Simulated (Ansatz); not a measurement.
**AlHO₂+ (doublet): from Hartree-Fock to the top rungs, cc-pVDZ**

An exercise on one series of results from a longer session: the logs are not shown, and one member is left open.

The runs use Ansatz 0.2.0, Gaussian basis; cc-pVDZ, core rule «outside noble gas», up to 7 orbitals frozen.

To be run: UHF; CCSD(T) on ROHF; CCSD(T) on UHF; BCCD(T) on ROHF; CISD; CCSDT(Q) on ROHF; CCSDT(Q) on UHF.

13 further runs of the same task are left out: 4 that didn't finish, 9 set aside as unsound or not needed.

## The system

The geometry is a PBE0/def2-TZVP stationary point (not a proven minimum) of the parent state, kept for this charge and spin.

4 atoms, charge 1, spin multiplicity 2.

Atoms are counted from 1 here; the program's logs count them from 0.

Bond lengths: Al1–O2 1.672 Å, Al1–H4 1.582 Å, O2–O3 1.289 Å. Angles: O2–Al1–H4 114.9°, Al1–O2–O3 156.2°.

The first run:

The input, in.yaml:

```yaml
crystal:
  periodic: [false, false, false]
  atoms:
    - {symbol: Al, position_ang: [0.000000, 0.143052, 1.192526]}
    - {symbol: O, position_ang: [0.000000, -0.213386, -0.441523]}
    - {symbol: O, position_ang: [0.000000, 0.042530, -1.704961]}
    - {symbol: H, position_ang: [0.000000, -1.117308, 2.149210]}
basis:
  gaussian: {orbitals: cc-pVDZ}
total_charge: 1
magnetization: {spin_polarized: true, initial_magnetization: 1}
hamiltonian: {xc: hf}
output: {orbitals: {seedname: orbitals}}
```

Launch:

```bash
ansatz run in.yaml --threads 1 --pin off --events-out ev --progress --plain --max-ram 2393MiB
```

Steps of the session up to this table: UHF; CCSD(T) on ROHF; CCSD(T) on UHF; BCCD(T) on ROHF; CISD; CCSDT(Q) on ROHF; CCSDT(Q) on UHF.

One of the session's tables, all rows but one given; the rest of the session is left out.

| method | from RCCSDT(Q) (meV) |
| --- | --- |
| ROHF | +11686.9 |
| UHF | +11545.6 |
| RMP2 | +1194.9 |
| UMP2 | +1202.7 |
| CISD | ? |
| RCCSD | +487.0 |
| UCCSD | +482.3 |
| RCCSD(T) | +108.1 |
| UCCSD(T) | +106.8 |
| BCCD(T) | +113.7 |
| RCCSDT | +55.1 |
| UCCSDT | +54.3 |
| RCCSDT(Q) | 0 |
| UCCSDT(Q) | -22.7 |

**Question.** Estimate the row for CISD.

As computed: from RCCSDT(Q) (meV): +1628.1. In the column «from RCCSDT(Q) (meV)» it lies between UMP2 (+1202.7) and UHF (+11545.6).

Caveats from the session: Restricted and unrestricted rows rest on different reference determinants; where their highest levels disagree by more than a few hundredths of an eV, they describe different states and don't form one ladder.
